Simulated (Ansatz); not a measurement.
Species: sulfur dioxide, SO2 (charge 0, singlet). SMILES: O=S=O
Geometry: optimised at B3LYP-D3(BJ)/def2-TZVP (Ansatz, a quantum-chemistry and plane-wave program).

Parts of the frozen-core correlation energy in STO-3G (Ansatz, hartree). Frozen orbitals: 7; correlated occupied orbitals by spin: 9 and 9; virtual: 3 and 3. No spin-orbit coupling. Non-relativistic. The restricted reference is unstable. The program attaches cautions to this run: large difference.

```
term                            value
-------------------------  ----------
reference (HF)             -540.60746
MP2 opposite-spin          (withheld)
MP2 same-spin              (withheld)
CCSD correlation             -0.19145
(T)                        (withheld)
FCI minus CCSD(T)            -0.00123
T1 diagnostic                   0.032
largest doubles amplitude       0.297
```

**Question.** What belongs in the gaps?

**Answer.** 
- MP2 opposite-spin, value: -0.14743
- MP2 same-spin, value: -0.04720
- (T), value: -0.01947
